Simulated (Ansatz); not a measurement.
`OC(O)(Cl)Cl` → `Cl[C]Cl` + `OO`  (formal loss of a carbene)

Isolated molecules relaxed with PBE0-D4/def2-TZVP in Ansatz; ΔE leaves out vibrations. CBS: MP2 limit from def2 TZ/QZ plus the TZ coupled-cluster correction, frozen cores. This one scheme is used for every species. Each species was taken in one conformer, which may not be the lowest.

```
      species  CCSD/CBS(def2) energy (Eh)
`OC(O)(Cl)Cl`                 -1109.10336
    `Cl[C]Cl`                  -957.46245
         `OO`                  -151.42471
```

Work out ΔE.

ΔE = (-957.46245) + (-151.42471) − (-1109.10336) = 0.21620 Eh = +5.88 eV. CCSD(T)/CBS gives +5.83 eV.

Largest T1 diagnostic among the species: 0.020, so the coupled-cluster value is less sure than usual.

At CCSD(T), def2-SVP lies +0.23 eV from the extrapolated value and def2-TZVPP −0.06 eV. From BLYP to BHLYP (50 % exact exchange), in def2-TZVPP and without D4, ΔE moves by +0.79 eV. Leaving LDA and LC-ωPBE aside and taking each functional with its dispersion term where it has one, the values, not all of them listed here, spread over 0.88 eV, from BLYP-D4 to PBE-QIDH. LDA lies +0.88 eV from PBE without D4.
